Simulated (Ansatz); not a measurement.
The reference is Mo in the bcc (W type) structure (space group Im-3m, No. 229; a = 3.130 Å).

Method: plane-wave PAW DFT at the PBEsol level (Ansatz, a quantum-chemistry and plane-wave program, 420 eV), no SOC, earlier PAW set.

Perturbation: Cr takes the place of Mo on all its sites; the structure is relaxed again.

Measured lattice parameter a: Mo 3.141 Å (static lattice; corrected from measurement; as listed in Daniel Mejia-Rodriguez, S. B. Trickey, Phys. Rev. B (2018)); Cr 2.877 Å (static lattice; corrected from measurement; as listed in H. Levämäki et al., Physical Review B (2014)).

Q: How well does PBEsol reproduce the measured shift?

A: With PBEsol the lattice parameter a moves by -0.315 Å (3.130 → 2.814) against -0.264 Å measured.

Whether these cells are dynamically stable was not tested. Seeded moments were not kept for Mo → Cr. The final runs are not spin-polarised. Real Cr is antiferromagnetic at low temperature and ambient pressure, an order that this cell doesn't hold.
